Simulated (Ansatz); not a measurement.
## Other spins and charges of BSiH3 (H-bridged), singlet at one geometry

Geometry (PBE0/def2-TZVP stationary point for this spin, not checked as a minimum):

```yaml
atoms:
  - { symbol: Si, position_ang: [0.0091, 0.0000, 0.6016] }
  - { symbol: B, position_ang: [0.0825, 0.0000, -1.2150] }
  - { symbol: H, position_ang: [-0.6559, -0.9412, -0.6669] }
  - { symbol: H, position_ang: [-0.6559, 0.9412, -0.6669] }
  - { symbol: H, position_ang: [0.1724, 0.0000, -2.3958] }
```

Basis cc-pVDZ; Ansatz 0.2.0. Correlated methods freeze the noble-gas cores. R marks a restricted (for open shells ROHF) determinant, U an unrestricted one. Active spaces: valence = (10e, 11o) chosen from the atoms' valence shells.

Gaps are energies of the second state less the first, at fixed atoms, for a selection of the levels run; each method lands on the state that its own search finds for that charge and spin.

Triplet less singlet: 3.230 eV at UCCSDT(Q).

```json
{"level": "RHF", "gap (eV)": "2.941", "error (meV)": "-289"}
{"level": "UHF", "gap (eV)": "2.691", "error (meV)": "-539"}
{"level": "RMP2", "gap (eV)": "3.232", "error (meV)": "2"}
{"level": "UMP2", "gap (eV)": "3.335", "error (meV)": "105"}
{"level": "CISD", "gap (eV)": "3.143", "error (meV)": "-87"}
{"level": "RCCSD", "gap (eV)": "3.209", "error (meV)": "-21"}
{"level": "UCCSD", "gap (eV)": "3.202", "error (meV)": "-28"}
{"level": "RCCSD(T)", "gap (eV)": "3.233", "error (meV)": "3"}
{"level": "UCCSD(T)", "gap (eV)": "3.237", "error (meV)": "7"}
{"level": "BCCD(T)", "gap (eV)": "3.235", "error (meV)": "5"}
{"level": "RCCSDT", "gap (eV)": "3.228", "error (meV)": "-2"}
{"level": "UCCSDT", "gap (eV)": "3.227", "error (meV)": "-3"}
{"level": "RCCSDT(Q)", "gap (eV)": "3.231", "error (meV)": "1"}
{"level": "CASSCF (valence space)", "gap (eV)": "3.260", "error (meV)": "30"}
{"level": "NEVPT2 (valence space)", "gap (eV)": "3.280", "error (meV)": "50"}
{"level": "MRCISD (valence space)", "gap (eV)": "3.259", "error (meV)": "29"}
{"level": "MRCISD+Q (valence space)", "gap (eV)": "3.249", "error (meV)": "19"}
{"level": "PBE", "gap (eV)": "2.996", "error (meV)": "-234"}
{"level": "r2SCAN", "gap (eV)": "2.938", "error (meV)": "-292"}
{"level": "PBE0", "gap (eV)": "3.006", "error (meV)": "-224"}
{"level": "B3LYP", "gap (eV)": "3.120", "error (meV)": "-110"}
{"level": "wB97M-V", "gap (eV)": "3.401", "error (meV)": "171"}
{"level": "B2PLYP", "gap (eV)": "3.204", "error (meV)": "-26"}
{"level": "RPA-PBE", "gap (eV)": "3.226", "error (meV)": "-4"}
```

Removing an electron, to the doublet: 8.932 eV at UCCSDT(Q).

| level | gap (eV) | error (meV) |
| --- | --- | --- |
| RHF | 8.145 | -787 |
| UHF | 7.979 | -953 |
| RMP2 | 8.960 | 28 |
| UMP2 | 8.976 | 44 |
| CISD | 8.771 | -161 |
| RCCSD | 8.878 | -54 |
| UCCSD | 8.874 | -58 |
| RCCSD(T) | 8.932 | 0 |
| UCCSD(T) | 8.932 | 0 |
| BCCD(T) | 8.932 | 0 |
| RCCSDT | 8.927 | -5 |
| UCCSDT | 8.926 | -6 |
| RCCSDT(Q) | 8.933 | 1 |
| CASSCF (valence space) | 8.193 | -739 |
| NEVPT2 (valence space) | 8.757 | -175 |
| MRCISD (valence space) | 8.854 | -78 |
| MRCISD+Q (valence space) | 8.932 | 0 |
| PBE | 9.007 | 75 |
| r2SCAN | 8.993 | 61 |
| PBE0 | 9.021 | 89 |
| B3LYP | 9.048 | 116 |
| wB97M-V | 9.085 | 153 |
| B2PLYP | 8.972 | 40 |
| RPA-PBE | 9.080 | 148 |

In so small a basis the reference is far from its limit while semilocal and hybrid functionals are nearer theirs (RPA and double hybrids share much of the reference's basis error), so the functionals' errors here hold much of the reference's basis and frozen-core error, which can add to them or hide them.

Full CI isn't at hand for all of this; UCCSDT(Q) serves as the reference, and is uncertain by about the last step of the cluster series. The frozen core follows each run's orbitals, which can shift R against U totals by a few meV.
